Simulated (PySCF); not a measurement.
Gas-phase reaction: 3 B + 4 CH3 ⇌ 3 BH2 + C4H6 (butadiene)

Computed with PySCF and rigid-rotor harmonic-oscillator thermochemistry at 1 bar. The comparison is the NASA 1993 polynomial table, which mixes measured and estimated data. After a fit of one offset per element over all species, the range-separated, M06-2X, PBE0/def2-QZVP and CCSD(T)/def2-TZVPP enthalpies, where run, lie to one side of the table for BH2 (+121 kJ/mol): a fault of the table's entry, another state or a shared error of the levels is possible; this was not checked at source. S°(298 K) at PBE0/def2-TZVP differs from the NASA 1993 table for BH2 (+14 J/mol/K); whether the harmonic model or the table's entry is off was not settled. † marks an energy on the PBE0/def2-TZVP geometry and frequencies. MP2 and CCSD(T) freeze the core. Open shells (unrestricted): B (multiplicity 2, electronic degeneracy 6), CH3 (multiplicity 2), BH2 (multiplicity 2); the rest are closed-shell singlets. Spin-orbit splitting is ignored; it lowers the true energy and changes the entropy of B. For this reaction the table lies outside the span of B3LYP, CCSD(T), M06-2X, MP2, PBE0, r2SCAN, ωB97M-V, ωB97X-V in their largest bases here; which side is off was not settled. MP2 isn't extrapolated to the basis-set limit; its ΔH°(298 K) is -1274.1 kJ in def2-SVP and -1269.5 kJ in def2-TZVPP. CCSD(T) isn't extrapolated to the basis-set limit; its ΔH°(298 K) is -1178.2 kJ in def2-SVP and -1168.3 kJ in def2-TZVPP. The harmonic model lacks anharmonicity and excited electronic states, which grow with temperature; levels with a mode under 35 cm⁻¹ are left out. Internal rotation in C4H6 (butadiene) is treated as a harmonic vibration of one conformer, which makes the entropy rough. The table's entry may be an old estimate for BH2 (not checked at source).

```
level                ΔH°(298 K), kJ  minus table  ΔG°(1600 K), kJ
-------------------  --------------  -----------  ---------------
table                       -1555.1            -           -889.4
CCSD(T)/def2-SVP†           -1178.2        376.9           -551.1
CCSD(T)/def2-TZVPP†         -1168.3        386.8           -541.3
M06-2X/def2-TZVP†           -1274.6        280.5           -647.5
MP2/def2-TZVPP†             -1269.5        285.6           -642.4
PBE0/def2-QZVP†             -1251.5        303.6           -624.5
ωB97M-V/def2-TZVP†          -1235.0        320.1           -607.9
```
